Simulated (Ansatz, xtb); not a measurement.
Isomers of C4H6O2 in order of energy

3 gas-phase structures of C4H6O2, from a drawn sample of its isomers (lower ones may exist). Each was relaxed with GFN2-xTB:

A. `CC1=C(O)CO1`, a singlet
B. `C[C@@H]1OCC1=O`, a singlet
C. `C[C@@H]1OC=C1O`, a singlet

Question: Estimate their order in r2SCAN-D4/def2-SVP//GFN2-xTB energy at these geometries, lowest first.

Answer: Calculated order at r2SCAN-D4/def2-SVP//GFN2-xTB: B (0.0), C (20.8), A (21.5) kcal/mol. Less than 1 kcal/mol parts C and A, so the order within that pair means little.

Energies above the lowest of each column, in kcal/mol; the last columns are at r2SCAN-D4/def2-SVP geometries:

```tsv
structure	GFN2-xTB	HF/STO-3G	r2SCAN-D4/def2-SVP//GFN2-xTB	r2SCAN-D4/def2-SVP	CCSD(T)/def2-SVP + ΔMP2/def2-TZVPP
B	0.0	0.0	0.0	0.0	0.0
C	11.6	28.8	20.8	20.4	19.8
A	10.6	27.0	21.5	19.2	18.3
```

Every level run on B puts it lowest or level with the lowest. CCSD(T)/def2-SVP + ΔMP2/def2-TZVPP orders those it was run on as B (0.0), A (18.3), C (19.8) kcal/mol. Flexible structures stand in one conformer each, not always the lowest. The ΔMP2 step shifts differences by up to 3.1 kcal/mol, which makes them less sure. ΔMP2 is the change of the MP2 energy from the smaller to the larger basis.

Programs: Ansatz 0.2.0, xtb 6.7.1.
